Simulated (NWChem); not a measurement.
**Polarisability of hydrogen sulfide (H$_{2}$S)**

```xyz
3

S      0.0000     0.0000     0.1056
H     -0.9740     0.0000    -0.8447
H      0.9740     0.0000    -0.8447
```
Charge 0, spin multiplicity 1.

Program: NWChem. All single points use one geometry, from PBE/def2-SVP, a minimum by its harmonic frequencies.

Basis set: 6-31G*. Static limit. This basis has no diffuse functions, which lowers polarisabilities.

The correlated methods keep 5 core orbitals frozen. The Pople sets run with spherical d functions. Coupled-cluster values serve here as a point of comparison, not as the truth.

Order these methods by the isotropic polarisability they give, lowest first: HF, PBE, CCSD linear response.

CCSD linear response (14.55 bohr³), PBE (14.83 bohr³), HF (14.93 bohr³)
